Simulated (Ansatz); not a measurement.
Geometry optimisation, RKS r2SCAN/cc-pVDZ in Ansatz.

Input:

```yaml
crystal:
  periodic: [false, false, false]
  atoms:
    - { symbol: B, position_ang: [0.0, 0.0, 0.0] }
    - { symbol: C, position_ang: [0.0, 0.0, 1.6] }
    - { symbol: H, position_ang: [-0.9996, -0.3092, 1.9705] }
    - { symbol: H, position_ang: [0.7676, -0.7111, 1.9705] }
    - { symbol: H, position_ang: [0.232, 1.0203, 1.9705] }
    - { symbol: H, position_ang: [1.0305, 0.0, -0.595] }
    - { symbol: C, position_ang: [-1.3856, 0.0, -0.8] }
    - { symbol: H, position_ang: [-1.9458, -0.9305, -0.5708] }
    - { symbol: H, position_ang: [-1.9898, 0.8797, -0.4946] }
    - { symbol: H, position_ang: [-1.1839, 0.0508, -1.8903] }
basis:
  gaussian: { orbitals: cc-pVDZ }
hamiltonian:
  xc: r2scan
relax:
  f_tol: 0.02
  max_steps: 40
```

Run as:

```bash
$ ansatz run input.yaml --threads 1 --pin off --max-ram 2048MiB --backend cpu --events-out ev --progress --plain --runs-dir out
```

Question: Where does it end, and by what steps?

Answer: It converged. After 14 steps the energy has fallen by 0.124 eV; H8 moved furthest, 0.54 Å.

| step | energy less start (eV) | largest force component (eV/Å) | accepted |
| --- | --- | --- | --- |
| 0 | 0.0000 | 1.174 | yes |
| 1 | -0.0873 | 0.476 | yes |
| 2 | -0.1026 | 0.225 | yes |
| 3 | -0.1052 | 0.068 | yes |
| 4 | -0.1113 | 0.094 | yes |
| 5 | -0.1134 | 0.051 | yes |
| 6 | -0.1153 | 0.133 | yes |
| 7 | -0.1172 | 0.143 | yes |
| 8 | -0.1192 | 0.263 | yes |
| 9 | -0.1228 | 0.027 | yes |
| 10 | -0.1221 | 0.095 | no |
| 11 | -0.1231 | 0.022 | yes |
| 12 | -0.1231 | 0.073 | yes |
| 13 | -0.1235 | 0.036 | yes |
| 14 | -0.1236 | 0.001 | yes |

```xyz
10
Properties=species:S:1:pos:R:3
B -0.057 -0.106 0.038
C -0.014 0.033 1.594
H -0.990 -0.018 2.102
H 0.705 -0.642 2.088
H 0.386 1.054 1.779
H 0.983 -0.335 -0.549
C -1.368 0.031 -0.800
H -1.670 -1.014 -1.029
H -2.219 0.493 -0.276
H -1.229 0.504 -1.786
```

Whether the end is a true minimum wasn't checked by a vibrational analysis.

Run time: 17 s on 1 thread of AMD EPYC 9R45 96-Core Processor (Zen 5) (shared host), peak memory 0.14 GiB.
